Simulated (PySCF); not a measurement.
CH3F.
Atom-mapped SMILES: `[CH3:1][F:2]` (hydrogens: H3, H4, H5 on C1)

The calculation used core-valence-separated Tamm–Dancoff BHandHLYP/aug-pcX-1 (pcseg-1 on H) in PySCF, non-relativistic, gas phase, PBE0-D3(BJ)/def2-SVP geometry. The energies are unshifted.

Task: Give energies, oscillator strengths and core holes at the F K edge.

Result: 
```
E (eV)       f  core hole on                 main final orbital
685.22  0.0259            F2                      LUMO+1 (45 %)
686.53  0.0065            F2                        LUMO (49 %)
687.56  0.0032            F2  LUMO+2/LUMO+3 (2 roots, f summed)
688.20  0.0154            F2                      LUMO+4 (41 %)
689.34  0.0199            F2  LUMO+5/LUMO+6 (2 roots, f summed)
```

The first line with a tenth or more of the strongest one's intensity is at 685.22 eV (f = 0.026), with the hole on F2 (alkyl fluorine). It is also the strongest listed.

Task: Give energies, oscillator strengths and core holes at the C K edge.

Result: 
```tsv
E (eV)	f	core hole on	main final orbital
286.75	0.0479	C1	LUMO+1 (61 %)
287.65	0.0002	C1	LUMO (91 %)
288.23	0.0775	C1	LUMO+2/LUMO+3 (2 roots, f summed)
290.16	0.0187	C1	LUMO+5/LUMO+6 (2 roots, f summed)
290.44	0.0267	C1	LUMO+1 (37 %)
```

The first line with a tenth or more of the strongest one's intensity is at 286.75 eV (f = 0.048), with the hole on C1 (sp3 C–F carbon). The strongest listed is at 288.23 eV (f = 0.078, sum of 2; C1).

Roots within 0.03 eV whose holes lie on the same, on equivalent or on shared atoms are summed into one line, and the highest roots are left out, as the search may have cut off their partners. Final orbitals are the ground state's empty Kohn–Sham orbitals.

Task: What is the summed oscillator strength of the listed F K lines, and their intensity-weighted mean energy?

Result: Σf = 0.071 over 5 lines from 685.22 to 689.34 eV; the weighted mean is 687.25 eV. The strongest line holds 37 % of the sum.

The list ends where the root search ended, not at a threshold.
